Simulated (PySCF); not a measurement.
Basis and Hamiltonian dependence of the electron affinity of F

F⁻ [Ne] (1S) → F [He] 2s2 2p5 (2P). Calculated with PySCF 2.14 from differences of total energies of unrestricted determinants, without spin-orbit coupling. Values in eV.

| basis | Hamiltonian | functions | UHF | r2SCAN | PBE0 | MP2 (valence) | CCSD(T) (valence) | CCSD(T) (valence and next inner shell) |
| --- | --- | --- | --- | --- | --- | --- | --- | --- |
| aug-cc-pwCVDZ | non-relativistic | 27 | 1.285 | 3.371 | 3.300 | 3.550 | 3.230 | 3.235 |
| ANO-RCC-VTZP | spin-free X2C | 30 | 1.172 | 3.299 | 3.235 | 3.587 | 3.246 | 3.250 |
| aug-cc-pVTZ | non-relativistic | 46 | 1.195 | 3.312 | 3.243 | 3.640 | 3.312 | n/a |
| aug-cc-pVTZ-DK | spin-free X2C | 46 | 1.183 | 3.304 | 3.233 | 3.632 | n/a | n/a |
| aug-cc-pCVTZ-DK | spin-free X2C | 59 | 1.184 | 3.307 | 3.234 | 3.634 | 3.305 | 3.311 |
| aug-cc-pwCVTZ | non-relativistic | 59 | 1.195 | 3.315 | 3.243 | 3.643 | 3.315 | 3.321 |
| def2-QZVPPD | non-relativistic | 66 | 1.176 | 3.308 | 3.240 | 3.655 | 3.326 | 3.332 |
| dyall-av3z | non-relativistic | 71 | 1.179 | 3.312 | 3.242 | 3.636 | 3.308 | n/a |
| x2c-QZVPPall with one added diffuse shell each of s, p, d, f type | spin-free X2C | 73 | 1.163 | 3.291 | 3.225 | 3.674 | 3.341 | 3.347 |
| aug-cc-pCVTZ-DK with one added diffuse shell each of s, p, d, f type | spin-free X2C | 75 | 1.183 | 3.323 | 3.243 | 3.646 | 3.320 | 3.326 |
| dyall-acv3z | spin-free X2C | 76 | 1.166 | 3.303 | 3.232 | 3.628 | 3.299 | 3.304 |
| aug-cc-pVQZ | non-relativistic | 80 | 1.180 | 3.302 | 3.237 | 3.712 | 3.379 | n/a |
| aug-cc-pVQZ with one added diffuse shell each of s, p, d, f, g type | non-relativistic | 105 | 1.180 | 3.314 | 3.243 | 3.720 | n/a | n/a |
| aug-cc-pwCVQZ | non-relativistic | 109 | 1.180 | 3.304 | 3.237 | 3.713 | n/a | n/a |

Extrapolation of MP2 (valence) from aug-cc-pwCVTZ and aug-cc-pwCVQZ: the correlation parts are 2.448 and 2.533 eV; with the X⁻³ form and unrounded values, (4³ × 2.533 − 3³ × 2.448)/(4³ − 3³) = 2.596 eV, and adding the Hartree-Fock value 1.180 eV of the larger basis gives 3.776 eV.

Extrapolation of CCSD(T) (valence) from aug-cc-pVTZ and aug-cc-pVQZ: the correlation parts are 2.117 and 2.198 eV; with the X⁻³ form and unrounded values, (4³ × 2.198 − 3³ × 2.117)/(4³ − 3³) = 2.258 eV, and adding the Hartree-Fock value 1.180 eV of the larger basis gives 3.438 eV.

Frozen in the all-electron rows: valence and next inner shell: nothing; valence: 1s2.

In most of these bases the highest occupied level of the anion is positive at r2SCAN, so the basis helps to hold the electron.

Reference for a calculation without spin-orbit coupling: 3.401 eV (measured; photodetachment measurements, as compiled on the Wikipedia data page of electron affinities).
